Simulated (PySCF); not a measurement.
PySCF input:

```python
from pyscf import gto, scf, dft

mol = gto.M(
    atom='''
    F    -0.00000000   -0.00000000   -0.10164744
    H     0.00000000    0.00000000    0.91482694
    ''',
    basis='def2-tzvpd',
    charge=1,
    spin=1,
    symmetry='C2v',
    verbose=4,
)

mf = dft.UKS(mol, xc='bp86').density_fit(auxbasis='def2-universal-jkfit')
mf.grids.level = 3
mf.conv_tol = 1e-9
mf.max_cycle = 100
mf.max_memory = 1500
mf.kernel()
if not mf.converged:
    mf = mf.newton()
    mf.kernel(mf.make_rdm1())
mf.analyze()
```

Q: What final total energy does it print?

A: -99.89691 Eh (BP86/def2-TZVPD).
